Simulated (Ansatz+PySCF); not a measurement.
Values are calculated unless marked as measured or tabulated.
This PySCF input gave a total energy of -14.90484 hartree.

```python
from pyscf import gto, dft

mol = gto.M(atom="""
Li 0.000000 0.000000 -3.344560
Li 0.000000 0.000000 3.344560
""", basis='6-31g', charge=0, spin=0)
mf = dft.UKS(mol, xc='pbe0')
mf.kernel()
print(mf.converged, mf.e_tot, mf.spin_square()[0])
```

Question: Write an input for Ansatz with the same method and basis set.

Answer:

```yaml
crystal:
  periodic: [false, false, false]
  atoms:
    - { symbol: Li, position_ang: [0.0, 0.0, -3.34456] }
    - { symbol: Li, position_ang: [0.0, 0.0, 3.34456] }
basis:
  gaussian: { orbitals: "6-31G" }
magnetization:
  spin_polarized: true
hamiltonian:
  xc: pbe0
scf:
  omitted_lower_state_checks: [stability, starts, atomic_configurations, cluster_reference, orbital_swaps, given_window_search, neighbouring_geometries, increment]
```

Ansatz (development build ahead of 0.2.0) gave -14.90484 hartree, 0.03 meV from the first. This is not the lowest solution: another run reaches a determinant 0.71 eV lower.
